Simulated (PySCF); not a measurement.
Substituent chemical shifts

Parent skeleton `[CH3:1][O-:2]`; one hydrogen on atom 1 is replaced by X. Hydrogens on one atom are averaged.

PySCF 2.14 calculation with shieldings: GIAO PBE0/pcSseg-1 and coordinates at the GFN2-xTB level; no solvent model, non-relativistic Hamiltonian, one computed conformer, averaged over atoms made equivalent by symmetry, fast rotation or ring inversion.

References, each an isolated molecule treated in the same way: ¹³C (σ = 186.93 ppm), ¹H (σ = 31.72 ppm) vs TMS; ¹⁷O (σ = 336.08 ppm) against H2O.

Parent (X = H): C1 77.0, O2 79.8, H(C1) 6.81 ppm. Effects are Δδ = δ(X) − δ(H), positive for deshielding.

Problem. Give Δδ (ppm) for X = C2H5, allyl, cBu, tBu.

Solution. 
```
    X         SMILES     C1     O2  H(C1)
 C2H5        CCC[O-]  +19.4  +64.9  -0.13
allyl      C=CCC[O-]  +22.0  +96.5  -0.21
  cBu    [O-]CC1CCC1   +9.4   -4.0  -0.86
  tBu  CC(C)(C)C[O-]  +20.9  +37.0  -1.09
```

Problem. Which position responds most, and to which substituents?

Solution. O2: from -4.0 ppm with cBu to +96.5 ppm with allyl.

Experimental scales use liquid or dissolved standards, which lie at an offset from isolated H2O (liquid H2O: subtract about 36 ppm).
